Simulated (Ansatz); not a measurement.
Rock-salt BaO: LDA at its full settings (plane-wave cutoff 520 eV, 10×10×10 k mesh, Fermi–Dirac smearing 0.01 eV, scalar-relativistic PAW data made under PBE) and at cheaper ones, in a cell of 2 atoms with Γ-centred meshes.

```json
[
 {"level and setting": "LDA (Ansatz)", "equilibrium lattice constant a (Å)": "5.434", "bulk modulus (GPa)": "85.9"},
 {"level and setting": "LDA (Γ point alone) (Ansatz)", "equilibrium lattice constant a (Å)": "6.108", "bulk modulus (GPa)": "43.6"},
 {"level and setting": "LDA (2×2×2 k mesh) (Ansatz)", "equilibrium lattice constant a (Å)": "5.426", "bulk modulus (GPa)": "85.9"},
 {"level and setting": "LDA (4×4×4 k mesh) (Ansatz)", "equilibrium lattice constant a (Å)": "5.435", "bulk modulus (GPa)": "85.9"}
]
```

Largest shifts from the full settings: lattice constant a +12.4 % (LDA (Γ point alone)), against a difference of -1.91 % of the full result from the reference 5.54 Å (measured, 300 K, not corrected to a static lattice; as tabulated in Santana et al. (2016), arXiv:1608.06321); bulk modulus -49 % (LDA (Γ point alone)), against a difference of +15.9 % of the full result from the reference 74.1 GPa (measured, 300 K, no zero-point or thermal correction; as tabulated in Santana et al. (2016), arXiv:1608.06321).

Ansatz's density-functional and Hartree–Fock values are scalar-relativistic unless marked +SOC, with PAW data made under PBE.

Run with cheap settings on purpose, which may leave them unconverged: LDA (2×2×2 k mesh), LDA (4×4×4 k mesh), LDA (Γ point alone).

Ansatz is a program for electronic structure.
